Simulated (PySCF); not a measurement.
phenol (C6H6O), SMILES Oc1ccccc1. Geometry: TPSSh-D3(BJ)/def2-SVP. Other conformers were not sampled.

Computed equilibrium geometry at TPSSh-D3(BJ)/def2-SVP (PySCF confirms it by a frequency run) as Cartesian coordinates in Å, and its point group (one conformer of several):
point group Cs.
```xyz
13

O      0.1117     2.3057     0.0000
C      0.0273     0.9473     0.0000
C      1.2277     0.2201     0.0000
C      1.1910    -1.1747     0.0000
C     -0.0304    -1.8605     0.0000
C     -1.2227    -1.1308     0.0000
C     -1.1999     0.2673     0.0000
H     -0.7841     2.6749     0.0000
H      2.1725     0.7664     0.0000
H      2.1303    -1.7331     0.0000
H     -0.0513    -2.9520     0.0000
H     -2.1844    -1.6494     0.0000
H     -2.1357     0.8353     0.0000
```
Charge 0, spin multiplicity 1.
